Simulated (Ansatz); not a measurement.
Reaction: CH3 (SMILES [CH3], doublet) → CH3- (SMILES [CH3-]) (an electron is taken up)
Each species at its own B3LYP-D3(BJ)/def2-TZVP minimum (Ansatz, a quantum-chemistry and plane-wave program).

Total energies in hartree (Ansatz). Radicals and triplets start from unrestricted determinants; spin-orbit coupling is neglected. Cores are frozen in correlated methods. No relativity.

```tsv
species	HF/aug-cc-pVTZ	CCSD(T)/aug-cc-pVTZ	HF/aug-cc-pVQZ	CCSD(T)/aug-cc-pVQZ	CCSDT(Q)/aug-cc-pVTZ
1: CH3 (SMILES [CH3], doublet)	-39.57796	-39.76366	-39.58038	-39.77334	-39.76427
2: CH3- (SMILES [CH3-])	-39.52217	-39.76266	-39.52458	-39.77315	-39.76354
```

Task: Work out the adiabatic electron affinity (electronic), positive where energy is released in eV: take Hartree-Fock from aug-cc-pVQZ, extrapolate the CCSD(T) correlation energy as X^-3 (X = 3, 4), and add CCSDT(Q) - CCSD(T) in aug-cc-pVTZ. 1 hartree = 27.211 eV.

Result: 
Species 1: correlation (64·(-0.19296) - 27·(-0.18570))/37 = -0.19826; step -0.00061; E1 = -39.58038 + (-0.19826) + (-0.00061) = -39.77925
Species 2: correlation (64·(-0.24857) - 27·(-0.24049))/37 = -0.25447; step -0.00088; E2 = -39.52458 + (-0.25447) + (-0.00088) = -39.77993
+1·E1 -1·E2 = 0.00068 hartree = 0.02 eV.
